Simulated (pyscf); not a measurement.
PySCF, gas phase, ωB97X-D3(BJ)/def2-SVP geometries.

Q: Estimate by transition-state theory the rate constant of trichlorosilane (Cl–SiH(Cl)–Cl) + water (H₂O) -> hydrogen chloride (HCl) + HO–SiH(Cl)–Cl (singlet surface; Cl–Si, H–O broken, Cl–H, O–Si formed) at 1200 K, with ωB97M-D3(BJ)/def2-TZVP energies (ideal gas, 1 atm, RRHO with modes under 100 cm⁻¹ raised to 100, one conformer, R ln 2 for chiral ones without a mode under 150 cm⁻¹; no tunnelling).

A: The electronic barrier is 17.1 kcal/mol and the thermal terms add +40.1, so ΔG‡ = 57.2 kcal/mol. With k_BT/h = 2.50e+13 s⁻¹ and RT = 2.385 kcal/mol, and a volume of 1.64e-19 cm³ per molecule at 1 atm, k = 1.5e-16 cm³ molecule⁻¹ s⁻¹. Wigner's tunnelling factor for 509i cm⁻¹ would be 1.02. A shift of 1 kcal/mol in the barrier changes k by a factor 1.5. This is the saddle that the search found; another between the same sides may lie lower.
